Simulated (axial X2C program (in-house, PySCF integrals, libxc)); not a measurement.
OSiO: properties at the nuclei

Computed with an in-house all-electron X2C program for linear molecules (integrals from PySCF): two-component X2C with atomic mean-field Coulomb and Gaunt terms, Gaussian nuclei, basis O dyall-av3z, Si dyall-v3z with contracted cores.

O–Si–O held linear, with bonds 1.514 and 1.514 Å (near the PBE0 minimum at charge 0 of the determinant lowest at the starting distance; the state shown can have its own minimum elsewhere, held linear; other orders of the atoms were not compared).

Input and command:
```json
{"zs": [8, 14, 8], "q": 0, "bas": ["dyall-av3z", "dyall-v3z", "dyall-av3z"], "r0": [1.64, 1.64], "symm": 1, "scan": ["PBE0", "HF", "TPSSh"], "levels": ["PBE0", "HF", "PBE"], "nst": 2}
```
```bash
python solin.py task.json out
```

Keys: zs atomic numbers; q charge; bas basis sets; r0 starting distance in Å; symm equal bonds; scan levels of the two-bond scan; levels methods; nst determinants followed.

Determinant lowest in the PBE0 search, Ω = 0 (closed shell), highest spinor 85% O p, 15% Si d:

| level | qzz O (a.u.) | qzz Si (a.u.) |
| --- | --- | --- |
| PBE0 | 0.69 | -2.05 |
| HF | 0.61 | -2.57 |
| PBE | 0.70 | -1.84 |

qzz is the electric field gradient, eQq0 = 234.96 MHz × Q/barn × qzz. The operators were transformed with the bare-nucleus X2C matrices; with these basis sets, hyperfine constants and field gradients can be off by tens of per cent, and where levels differ in sign neither size nor sign is settled.

With Q(17O) = -0.02558 barn (Q from Pyykkö, Mol. Phys. 2018), turn the PBE0 values of the first state into constants in MHz.

eQq0(17O) = 234.96 × (-0.02558) × (0.69) = -4.15 MHz.

The molecule was held linear; bending was not examined, so a bent shape may lie lower.

Each state is one determinant with collinear spin. The search compared states at one distance, so a state with another bond length can lie lower.
